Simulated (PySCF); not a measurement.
## GaCl2⁺, singlet: the ladder up to RCCSDT(Q)

Geometry: that of the GaCl2, doublet, kept fixed.

```xyz
3

Cl    0.0000   -0.5429    1.8617
Ga    0.0000    0.5521    0.0000
Cl    0.0000   -0.5429   -1.8617
```

Basis cc-pVDZ; PySCF 2.14.0. Only valence electrons are correlated (noble-gas cores and the filled d shells of p-block atoms frozen), which leaves 16 electrons in 39 orbitals. R marks a restricted (for open shells ROHF) determinant. No spin–orbit coupling is included, and no scalar relativity.

Full CI isn't at hand for all of this; RCCSDT(Q) serves as the reference, and is uncertain by the last step of the cluster series or more.

* T1 diagnostic (ROHF- or RHF-based CCSD): 0.0194
* largest doubles amplitude (ROHF- or RHF-based CCSD): 0.061

| level | E − E(RCCSDT(Q)) (meV) | share of correlation (%) | wall time |
| --- | --- | --- | --- |
| RHF | 9587 | 0.00 | – |
| RMP2 | 1055 | 89.00 | – |
| RCCSD | 339 | 96.47 | – |
| RCCSD(T) | 58 | 99.39 | 2.1 s |
| RCCSDT | 30 | 99.69 | – |

The correlation energy at RCCSDT(Q), counted from RHF, is -9.587 eV. That run took 5 min on 1 thread of Arm Neoverse V1, shared host.

Times are those of the correlated step on a shared host, with one SCF added for the restricted CCSD run; they ran on 1 thread of Arm Neoverse V1.
